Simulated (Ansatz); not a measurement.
Basis-set series for C3H6O (`C=COC`). Charge 0, multiplicity 1. The geometry is a stationary point of PBE0-D4/def2-TZVP. It is one conformer, not always the lowest.

```csv
functional,basis,functions,energy (Eh),HOMO (eV),LUMO (eV)
PBE0-D4,def2-SVP,86,-192.74830,-6.62,1.18
PBE0-D4,def2-TZVPP,208,-192.96805,-6.73,0.90
ωB97M-V,def2-SVP,86,-192.87378,-8.87,3.44
ωB97M-V,def2-TZVPP,208,-193.10379,-8.99,3.02
```

Task: Give the rows for def2-QZVPP. (Best estimate.)

Result: Computed: 
| functional | basis | functions | energy (Eh) | HOMO (eV) | LUMO (eV) |
| --- | --- | --- | --- | --- | --- |
| PBE0-D4 | def2-QZVPP | 408 | -192.97895 | -6.76 | 0.80 |
| ωB97M-V | def2-QZVPP | 408 | -193.11443 | -9.01 | 1.99 |

Positive LUMOs are unbound and depend on the basis.
